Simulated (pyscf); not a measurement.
`[OH][SiH]=[AsH]` + `[H][H]` → `[SiH2]=[AsH]` + `[OH2]` (four-centre exchange; singlet surface; O–Si, H–H broken, H–Si, H–O formed). Structures and frequencies: ωB97X-D3(BJ)/def2-SVP in PySCF. Energies in kcal/mol from the separated reactants.

| level | barrier | reaction energy |
|---|---|---|
| PBE/def2-TZVP | 30.6 | +17.1 |
| r²SCAN/def2-TZVP | 33.3 | +19.6 |
| B3LYP-D3(BJ)/def2-TZVP | ___ | ___ |
| PBE0-D3(BJ)/def2-TZVP | 32.2 | +16.8 |
| M06-2X/def2-TZVP | 37.5 | +20.5 |
| HF/def2-TZVP | ___ | +15.8 |

Problem. Fill in the missing entries.

Solution. 
- B3LYP-D3(BJ)/def2-TZVP, barrier: 36.8
- B3LYP-D3(BJ)/def2-TZVP, reaction energy: +18.2
- HF/def2-TZVP, barrier: 50.3

The functionals in the table span 6.9 kcal/mol in this barrier, from PBE to M06-2X. On the product side the descent ends in an adduct with a O–Si contact, 10.3 kcal/mol under the separated species and 29.0 kcal/mol under the saddle at ωB97X-D3(BJ)/def2-TZVP. What is counted as broken (O–Si) persists as a longer contact in the product adduct; parting that adduct is a step of its own. One saddle was located; it need not be the lowest between these sides. Elements up to Kr have no core potential and no relativistic terms here.
